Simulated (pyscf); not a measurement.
PySCF, gas phase, ωB97X-D3(BJ)/def2-SVP geometries.

Question: For the elementary gas-phase step AsH₃ (SMILES [AsH3]) + HO–InH₂ (SMILES [OH][InH2]) → H₂As–InH₂ (SMILES [AsH2][InH2]) + H₂O (SMILES O) (singlet surface; As–H, In–O broken, As–In, H–O formed), what barrier and reaction energy does ωB97M-D3(BJ)/def2-TZVP give, measured from the separated reactants?

Answer: ΔE‡ = 9.9 kcal/mol, ΔE = -6.7 kcal/mol. Zero-point energy shifts the barrier by +0.3 kcal/mol. It is a four-centre exchange, with an imaginary mode of 1040i cm⁻¹. On the reactant side the descent ends in an adduct with a As–In contact, 13.3 kcal/mol under the separated species and 15.7 kcal/mol under the saddle at ωB97X-D3(BJ)/def2-TZVP. On the product side the descent ends in an adduct with a In–O contact, 14.5 kcal/mol under the separated species and 28.5 kcal/mol under the saddle at ωB97X-D3(BJ)/def2-TZVP. What is counted as formed (As–In) is already present as a longer contact in the reactant adduct; forming that adduct is a step of its own. What is counted as broken (In–O) persists as a longer contact in the product adduct; parting that adduct is a step of its own. At ωB97X-D3(BJ) the barrier from the zero used here is 2.4 kcal/mol. This is the saddle that the search found; another between the same sides may lie lower. Elements up to Kr have no core potential and no relativistic terms here. Elements past Kr carry the def2 core potentials, without spin-orbit coupling.
